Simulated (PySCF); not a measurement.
Species: C4H9P.
Numbering: `[CH3:1][CH2:2][P:3]1[CH2:4][CH2:5]1` (hydrogens: H6, H7, H8 on C1; H9, H10 on C2; H11, H12 on C4; H13, H14 on C5)

The same species was optimised twice, with GFN2-xTB and with PBE0-D3(BJ)/def2-SVP (PySCF), and the same property calculations (PySCF, gas phase) were run on both structures.

```tsv
coordinate	GFN2-xTB	PBE0-D3(BJ)/def2-SVP	change
C1–H8 (Å)	1.088	1.102	+0.014
C4–H12 (Å)	1.082	1.095	+0.013
C4–H11 (Å)	1.082	1.095	+0.013
C5–H14 (Å)	1.082	1.095	+0.013
C5–H13 (Å)	1.082	1.095	+0.013
C1–H6 (Å)	1.089	1.101	+0.012
C1–H7 (Å)	1.089	1.101	+0.012
P3–C4 (Å)	1.843	1.854	+0.011
C2–H9 (Å)	1.093	1.103	+0.010
C2–H10 (Å)	1.094	1.104	+0.010
P3–C5 (Å)	1.843	1.852	+0.009
C4–C5 (Å)	1.505	1.496	-0.009
C2–P3 (Å)	1.874	1.866	-0.008
C1–C2 (Å)	1.524	1.522	-0.002
H9–C2–H10 (°)	108.2	106.6	-1.6
C1–C2–P3 (°)	111.0	112.0	+1.0
C2–P3–C5 (°)	99.5	100.5	+1.0
C2–C1–H8 (°)	110.5	111.5	+1.0
H7–C1–H8 (°)	108.4	107.5	-0.9
H6–C1–H8 (°)	108.1	107.3	-0.8
C4–C5–H14 (°)	117.2	118.0	+0.8
H6–C1–H7 (°)	108.6	107.7	-0.9
C1–C2–P3–C4 (°)	-93	-94	-1
```

Rotational constants: A = 8246, B = 2530, C = 2449 MHz (GFN2-xTB) against A = 8288, B = 2495, C = 2414 MHz (PBE0-D3(BJ)/def2-SVP). Point groups within 0.08 Å: C1 and C1.

On the GFN2-xTB structure: lowest singlet, TDDFT (eV) 6.55 [wB97X-D/def2-SVPD]; lowest triplet, Tamm–Dancoff (eV) 5.51 [wB97X-D/def2-SVPD]; isotropic polarisability (au) 72.5 [wB97X-D/def2-SVPD]; HOMO (eV) -8.85 [wB97X-D/def2-SVPD]; LUMO (eV) 2.23 [wB97X-D/def2-SVPD]; dipole (D) 1.32 [wB97X-D/def2-SVPD]; HOMO (eV) -7.04 [PBE0/pcSseg-1]; LUMO (eV) 0.79 [PBE0/pcSseg-1]; dipole (D) 1.30 [PBE0/pcSseg-1]; GIAO shielding of C1 (ppm) 172.4 [PBE0/pcSseg-1]; GIAO shielding of C2 (ppm) 154.4 [PBE0/pcSseg-1]; GIAO shielding of P3 (ppm) 577.2 [PBE0/pcSseg-1]; GIAO shielding of C4/C5 (mean) (ppm) 178.4 [PBE0/pcSseg-1].

Question: What do these properties become on the PBE0-D3(BJ)/def2-SVP structure?

Answer: 
```csv
property,level,on GFN2-xTB,on PBE0-D3(BJ)/def2-SVP,change
"lowest singlet, TDDFT (eV)",wB97X-D/def2-SVPD,6.55,6.52,-0.03
"lowest triplet, Tamm–Dancoff (eV)",wB97X-D/def2-SVPD,5.51,5.48,-0.03
isotropic polarisability (au),wB97X-D/def2-SVPD,72.5,73.5,+1.0
HOMO (eV),wB97X-D/def2-SVPD,-8.85,-8.85,0.00
LUMO (eV),wB97X-D/def2-SVPD,2.23,2.21,-0.02
dipole (D),wB97X-D/def2-SVPD,1.32,1.34,+0.02
"energy, GFN2-xTB geometry as zero (kcal/mol)",wB97X-D/def2-SVPD,0.0,-0.6,-0.6
HOMO (eV),PBE0/pcSseg-1,-7.04,-7.03,+0.01
LUMO (eV),PBE0/pcSseg-1,0.79,0.77,-0.02
dipole (D),PBE0/pcSseg-1,1.30,1.31,+0.01
"energy, GFN2-xTB geometry as zero (kcal/mol)",PBE0/pcSseg-1,0.0,-0.3,-0.3
GIAO shielding of C1 (ppm),PBE0/pcSseg-1,172.4,170.6,-1.8
GIAO shielding of C2 (ppm),PBE0/pcSseg-1,154.4,154.3,-0.1
GIAO shielding of P3 (ppm),PBE0/pcSseg-1,577.2,580.6,+3.4
GIAO shielding of C4/C5 (mean) (ppm),PBE0/pcSseg-1,178.4,175.4,-3.0
```

The heavy atoms differ by 0.016 Å rms after alignment. Among all bonds C1–H8, C4–H11, C4–H12, C5–H13 and C5–H14 change most and about equally (+0.013 to +0.014 Å). Changes are differences of the printed values. Neither structure is proved a minimum here.

Conformer computed: `[CH3:1][CH2:2][P:3]1[CH2:4][CH2:5]1`: C1–C2–P3–C4 -94°.

Note: wB97X-D ran without an empirical dispersion term, which enters the total energy and its gradient alone.
